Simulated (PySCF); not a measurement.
Delta-SCF ions had no search for a lower state. Excitations are Tamm–Dancoff values on a coarser integration grid. The basis has no diffuse functions, so Rydberg states are missing or too high.

## BCl3, SMILES `ClB(Cl)Cl` (charge 0, multiplicity 1)

Level of theory: ωB97X-D3(BJ)/def2-TZVP // PBE0-D3(BJ)/def2-TZVP (PySCF).

```json
{
  "HOMO": "-11.59 eV",
  "dipole_moment": "0.00 D",
  "HOMO–LUMO gap": "12.12 eV",
  "LUMO": "0.53 eV",
  "S1 excitation (TDA)": "6.16 eV",
  "S1 oscillator strength": "0.000",
  "brightest of the four lowest singlets (TDA)": "7.58 eV",
  "T1 excitation (TDA)": "5.99 eV",
  "S1–T1 gap (TDA)": "0.17 eV",
  "vertical ionisation energy (Delta-SCF)": "11.82 eV",
  "total_energy": "-38249.84 eV",
  "cost": "around 60 core-seconds (rough)"
}
```

```xyz
4

Cl    -0.8772    -1.4994    -0.0006
B      0.0000     0.0000     0.0000
Cl    -0.8599     1.5094    -0.0006
Cl     1.7371    -0.0100     0.0013
```
Charge 0, spin multiplicity 1.
